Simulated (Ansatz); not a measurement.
# SiNH4 radical (SMILES [NH][SiH3]): functionals against CCSD(T) at one geometry

A test off equilibrium: a structure displaced at random from a GFN2-xTB minimum is computed at several levels, and each is set against CCSD(T).

The runs use Ansatz 0.2.0, Gaussian basis; single points in def2-TZVPP.

Correlated methods freeze the cores. Orbitals are unrestricted. B3LYP uses VWN-RPA correlation.

### Step 1. The starting structure

SMILES `[NH][SiH3]`, 6 atoms, charge 0, spin multiplicity 2.

Atoms are counted from 1 here; the program's logs count them from 0.

Bond lengths: N1–Si2 1.630 Å, N1–H3 1.161 Å, Si2–H4 1.531 Å, Si2–H5 1.574 Å, Si2–H6 1.371 Å. Angles: Si2–N1–H3 129.9°, N1–Si2–H4 108.8°, N1–Si2–H5 107.0°, N1–Si2–H6 115.8°, H4–Si2–H5 107.4°, H4–Si2–H6 108.5°, H5–Si2–H6 109.1°.

Geometry (Å):

```xyz
6
charge 0, multiplicity 2
N     0.5636   -0.8316    0.7244
Si   -0.2159    0.3678   -0.0561
H     0.9793   -1.8371    0.3195
H    -1.3143   -0.2447   -0.9289
H     0.8279    1.0448   -1.0202
H    -0.7795    1.3299    0.7410
```

### Step 2. CCSD(T)/def2-TZVPP

The input, run/in.yaml:

```yaml
crystal:
  periodic: [false, false, false]
  atoms:
    - {symbol: N, position_ang: [0.563600, -0.831600, 0.724400]}
    - {symbol: Si, position_ang: [-0.215900, 0.367800, -0.056100]}
    - {symbol: H, position_ang: [0.979300, -1.837100, 0.319500]}
    - {symbol: H, position_ang: [-1.314300, -0.244700, -0.928900]}
    - {symbol: H, position_ang: [0.827900, 1.044800, -1.020200]}
    - {symbol: H, position_ang: [-0.779500, 1.329900, 0.741000]}
basis:
  gaussian: {orbitals: def2-TZVPP}
magnetization: {spin_polarized: true, initial_magnetization: 1}
correlation: {method: ccsd_t}
scf: {omitted_lower_state_checks: [cluster_reference]}
output: {forces: true}
```

The command line of these runs was not kept.

### Step 3. PBE0-D4/def2-TZVPP

Changes to run/in.yaml since step 2:

```diff
@@ -12,4 +12,3 @@
 magnetization: {spin_polarized: true, initial_magnetization: 1}
-correlation: {method: ccsd_t}
-scf: {omitted_lower_state_checks: [cluster_reference]}
-output: {forces: true}
+hamiltonian: {xc: pbe0, dispersion: d4}
+output: {forces: true, orbitals: {seedname: orbitals}}
```

### Step 4. wB97M-V/def2-TZVPP

Changes to run/in.yaml since step 3:

```diff
@@ -12,3 +12,3 @@
 magnetization: {spin_polarized: true, initial_magnetization: 1}
-hamiltonian: {xc: pbe0, dispersion: d4}
-output: {forces: true, orbitals: {seedname: orbitals}}
+hamiltonian: {xc: {name: wB97M-V}}
+output: {forces: true}
```

### Step 5. r2SCAN-D4/def2-TZVPP

Changes to run/in.yaml since step 4:

```diff
@@ -12,3 +12,3 @@
 magnetization: {spin_polarized: true, initial_magnetization: 1}
-hamiltonian: {xc: {name: wB97M-V}}
+hamiltonian: {xc: r2scan, dispersion: d4}
 output: {forces: true}
```

### Step 6. PBE-D4/def2-TZVPP

Changes to run/in.yaml since step 5:

```diff
@@ -12,3 +12,3 @@
 magnetization: {spin_polarized: true, initial_magnetization: 1}
-hamiltonian: {xc: r2scan, dispersion: d4}
+hamiltonian: {xc: pbe, dispersion: d4}
 output: {forces: true}
```

### Step 7. B3LYP-D4/def2-TZVPP

Changes to run/in.yaml since step 6:

```diff
@@ -12,3 +12,3 @@
 magnetization: {spin_polarized: true, initial_magnetization: 1}
-hamiltonian: {xc: pbe, dispersion: d4}
+hamiltonian: {xc: {name: B3LYP}, dispersion: d4}
 output: {forces: true}
```

### Step 8. wB97X-V/def2-TZVPP

Changes to run/in.yaml since step 7:

```diff
@@ -12,3 +12,3 @@
 magnetization: {spin_polarized: true, initial_magnetization: 1}
-hamiltonian: {xc: {name: B3LYP}, dispersion: d4}
+hamiltonian: {xc: {name: wB97X-V}}
 output: {forces: true}
```

(Steps that only read results are left out.)

Before running it: what results should come out? Wanted: energy less free atoms, CCSD(T)/def2-TZVPP; RMS force component; RMS force error; HOMO and LUMO, PBE0-D4; T1 diagnostic.

As calculated:

```
                                  quantity                                                                                            value
energy less free atoms, CCSD(T)/def2-TZVPP                                                                                  -368.0 kcal/mol
                       RMS force component                                                             2.107 to 2.348 eV/Å over the methods
                           RMS force error  PBE0-D4 0.186, wB97M-V 0.128, r2SCAN-D4 0.227, PBE-D4 0.331, B3LYP-D4 0.186, wB97X-V 0.098 eV/Å
                    HOMO and LUMO, PBE0-D4                                                                               -7.60 and -3.60 eV
                             T1 diagnostic                                                                                            0.018
```

**Reading.** Against CCSD(T) the functionals' energies less atoms differ by -19.4 to -9.5 kcal/mol, PBE-D4 by -16.4 kcal/mol. A larger basis would deepen the CCSD(T) value, while the functionals are nearly converged already, so the order here is not reliable. For forces wB97X-V does best and PBE-D4 worst. Frozen-core CCSD(T) forces in triple zeta carry basis errors of their own, and this is one geometry, so small gaps rank nothing.
